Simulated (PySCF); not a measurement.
F3N, SMILES FN(F)F. Geometry optimised at B3LYP-D3(BJ)/def2-TZVP.

All values below come from B3LYP-D3(BJ)/def2-TZVP (PySCF).

Harmonic wavenumbers (cm⁻¹): 490, 490, 651, 889, 889, 1047. Rotational constants (GHz): 10.59, 10.59, 5.798; symmetry number 3.

**Question.** Work out the zero-point energy and the ideal-gas rigid-rotor harmonic-oscillator thermochemistry at 298.15 K and 1 atm.

**Answer.** ZPE = ½ Σ hcν = ½ × 4458 cm⁻¹ = 26.66 kJ/mol. H − E(el) = 38.52 kJ/mol. Entropy in J/(mol K): translation 161.91, rotation 90.10, vibration 8.81, total 260.82. G − E(el) = -39.24 kJ/mol. Cp = 53.45 J/(mol K).
